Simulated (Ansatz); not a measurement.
# P2: vertical and adiabatic energies of changing the electron count

Wanted for P2: vertical and adiabatic energies of changing the electron count.

Program: Ansatz 0.2.0, driven from Python. Level of theory: CAM-B3LYP/def2-SVP. These are calculated values, not measurements.

## Step 1: The system

Bond lengths: P1–P2 2.130 Å.

The script holds or builds the structure itself.

## Step 2: Script

File p2.py:

```python
"""How P2 relaxes after losing an electron."""

import logging
import sys

import ansatz as az
from ase import Atoms
import numpy as np

logging.basicConfig(stream=sys.stdout, format="%(name)s: %(message)s")
log = logging.getLogger("calc")
log.setLevel(logging.INFO)

atoms = Atoms(["P", "P"], positions=[
    (0.0, 0.0, 0.0),
    (0.0, 0.0, 2.13),
])
system = az.Crystal.molecule_from_ase(atoms)

job = system.calculation()
job = job.basis(gaussian="def2-SVP")
job = job.functional("cam_b3lyp")
job = job.accuracy("medium")
symbols = [site.symbol for site in system.cartesian_sites]
start = np.array([site.position_ang for site in system.cartesian_sites], dtype=float)
data = job.relax(force_tolerance=0.01).run().report
end = np.array(data["positions_ang"])

minimum = az.Crystal.molecule()
for symbol, place in zip(symbols, end):
    minimum = minimum.atom(symbol, place.tolist())
ion = (
    minimum.calculation()
    .basis(gaussian="def2-SVP")
    .functional("cam_b3lyp")
    .accuracy("medium")
    .charge(1)
    .spin("collinear", total=1)
)
vertical = ion.run().report
settled = ion.relax(force_tolerance=0.01, max_steps=80).run().report
log.info(f"vertical ionisation energy   {vertical['free_energy_ev'] - data['free_energy_ev']:.3f} eV")
log.info(f"adiabatic, no zero point     {settled['free_energy_ev'] - data['free_energy_ev']:.3f} eV")
log.info(f"relaxation energy of the ion {vertical['free_energy_ev'] - settled['free_energy_ev']:.3f} eV")
ionised = np.array(settled["positions_ang"])
log.info("final positions (A) and the move of each atom")
for symbol, xyz, old in zip(symbols, ionised, end):
    log.info(f"{symbol:2s} {xyz[0]:10.5f} {xyz[1]:10.5f} {xyz[2]:10.5f}   {np.linalg.norm(xyz - old):7.4f}")
```

## Step 3: The calls as engine input

The engine receives this input (first run):

```yaml
crystal:
  periodic: [false, false, false]
  atoms:
    - { symbol: P, position_ang: [0.0, 0.0, 0.0] }
    - { symbol: P, position_ang: [0.0, 0.0, 2.13] }
accuracy: medium
basis:
  gaussian:
    orbitals: def2-SVP
hamiltonian:
  xc: cam_b3lyp
relax:
  f_tol: 0.01
```

## Step 4: Running it

Run with:

```sh
$ python p2.py
```

Q: Predict the main results. Wanted: vertical ionisation energy; adiabatic ionisation energy, no zero point.

As calculated:

```
                                  quantity      value
                vertical ionisation energy  10.504 eV
adiabatic ionisation energy, no zero point  10.365 eV
                             runs compared          3
```

**Reading.** The ionisation energy is a difference of two total energies at the neutral geometry; letting the ion relax lowers it by 0.14 eV. Run 1: The relaxation took 3 moves; the largest shift is 0.126 Å. Run 3: The relaxation took 2 moves; the largest shift is 0.044 Å. The energies are electronic: no zero-point or thermal terms, and the basis set is short of its limit. The product may relax into another structure. The relaxation finds the nearest minimum, so the adiabatic value is an upper bound. The spin state was assumed, and another may lie lower.
